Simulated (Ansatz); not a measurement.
**A point defect in KTaO3**

Theory: Ansatz 0.2.0, DFT PBE, scalar-relativistic, plane waves, PAW. Settings: 420 eV cutoff, 2×2×2 k-mesh, shifted by half a step, Gaussian smearing of 0.01 eV, collinear spin.

Host crystal, relaxed:

```cif
data_structure
_symmetry_space_group_name_H-M 'P 1'
_symmetry_Int_Tables_number 1
_cell_length_a 4.0244
_cell_length_b 4.0244
_cell_length_c 4.0244
_cell_angle_alpha 90.000
_cell_angle_beta 90.000
_cell_angle_gamma 90.000
_cell_volume 65.18
loop_
_atom_site_label
_atom_site_type_symbol
_atom_site_fract_x
_atom_site_fract_y
_atom_site_fract_z
_atom_site_occupancy
K1 K 0.50000 0.50000 0.50000 1
Ta1 Ta 0.00000 0.00000 0.00000 1
O1 O 0.00000 0.50000 0.00000 1
O2 O 0.00000 0.00000 0.50000 1
O3 O 0.50000 0.00000 0.00000 1
```

Supercell of 40 atoms, rows in host cell vectors: 2 0 0; 0 -2 0; 0 0 -2. Atoms relax at the host's cell, keeping the symmetry that the supercell leaves at the site. The cell is small, so energies carry finite-size errors of tenths of an eV. The host's Kohn–Sham gap is 2.16 eV. Atoms are taken from and returned to the elements' standard states.

Spin-orbit coupling is left out, which matters for the bands and energies of heavy elements.

The defect is a foreign atom on a K site at (0.500, 0.500, 0.500) of the host cell.

| charge | E_f at the valence band top (eV) | moment (μB) | largest move (Å) | atoms near the site |
| --- | --- | --- | --- | --- |
| 0 | 5.83 | 2.00 | 0.03 | 12 O at 2.81 Å |

Question: Which element is it? Judge by the nearest distance in charge 0 and covalent radii.
A. Co
B. H
C. S
D. Cl
E. N

Answer: A. The nearest neighbour is O at 2.81 Å, and the summed covalent radii with O are 1.68 Å for Cl, 1.92 Å for Co, 0.97 Å for H, 1.37 Å for N, 1.71 Å for S, so Co fits best. Bonds can miss such sums by a tenth of an ångström or more.

Symmetry holds off the tilts and polar distortions that many cubic perovskites undergo.